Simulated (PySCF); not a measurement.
An unknown is described by computed data only.

Elements present: C, H and N. Monoisotopic mass: 80.0374 u.

* Triplet: lowest triplet excitation (Tamm–Dancoff): 4.02 eV [TDA CAM-B3LYP/def2-SVPD]
* Rotational structure: rotational constants A, B, C: 6.367, 6.198, 3.141 GHz [GFN2-xTB]
* UV, strongest line: among the 8 lowest singlet transitions: S8 at 7.80 eV (159 nm, f = 0.446) [TDDFT CAM-B3LYP/def2-SVPD]
* 13C NMR: chemical shifts (computed TMS as zero) by class: 165.6 (1 C), 163.3 (2 C), 127.0 (1 C) ppm [GIAO PBE0/pcSseg-1]
* Couplings: largest of the computed one-bond spin–spin couplings (means over like bonds): 13C–1H +209.3, 13C–1H +186.0 (×2), 13C–1H +172.4, 13C–13C +57.5 (×2), 15N–13C +2.8 (×2), 15N–13C +0.2 (×2) Hz [B3LYP/pcJ-1, spin–dipole term left out for some pairs]
* UV, first state: lowest singlet excitation: 4.55 eV (273 nm, f = 0.005) [TDDFT CAM-B3LYP/def2-SVPD]
* Polarisability: 55.1 au [CAM-B3LYP/def2-SVPD]

Electronic properties: PySCF, gas phase, density fitting. Levels stand in brackets. Geometry: GFN2-xTB; no solvent, vibrations or thermal averaging. NMR classes are plain means over equivalent atoms (diastereotopic ones count apart unless rotation or inversion swaps them), as if these changed places fast.

Problem. Which formula fits the mass and the elements?

Solution. C4H4N2 (calculated 80.0374). No other formula that holds each of these elements comes within 0.0003 u with a fitting electron parity and a possible valence count.

Problem. What is the compound? Reason from the data.

Solution. Numbering: `[cH:1]1[cH:2][n:3][cH:4][n:5][cH:6]1`. Its formula, C4H4N2, gives 4 degrees of unsaturation: 1 ring and 3 π bonds in the structure found (Kekulé form). 4 carbons fall into 3 classes; from least to most shielded: aromatic CH next to a ring nitrogen [C4] (165.6 ppm), aromatic CH next to a ring nitrogen [C2/C6] (163.3 ppm, 2 C), aromatic CH carbon [C1] (127.0 ppm). The couplings run between: +209.3 Hz, aromatic CH next to a ring nitrogen [C4] and its hydrogen; +186.0 Hz, aromatic CH next to a ring nitrogen [C2] and its hydrogen (with 1 like pair); +172.4 Hz, aromatic CH carbon [C1] and its hydrogen; +57.5 Hz, aromatic CH carbon [C1] and aromatic CH next to a ring nitrogen [C2] (with 1 like pair); +2.8 Hz, pyridine-type nitrogen [N3] and aromatic CH next to a ring nitrogen [C4] (with 1 like pair); +0.2 Hz, pyridine-type nitrogen [N3] and aromatic CH next to a ring nitrogen [C2] (with 1 like pair). The optimised geometry has point group C2v and is an asymmetric top. Structure: `c1cncnc1` (pyrimidine). Computed isomers that give other values at the same levels: `N#CCCC#N` (13C chemical shifts (computed TMS as zero) by class: 121.4 (2 C), 16.4 (2 C) ppm); `c1ccnnc1` (13C chemical shifts (computed TMS as zero) by class: 155.9 (2 C), 129.9 (2 C) ppm); `C=NC(=C)C#N` (13C chemical shifts (computed TMS as zero) by class: 161.3 (1 C), 141.2 (1 C), 136.8 (1 C), 118.1 (1 C) ppm). The assignments are read from this structure; whether some other isomer fits the data as well wasn't checked.
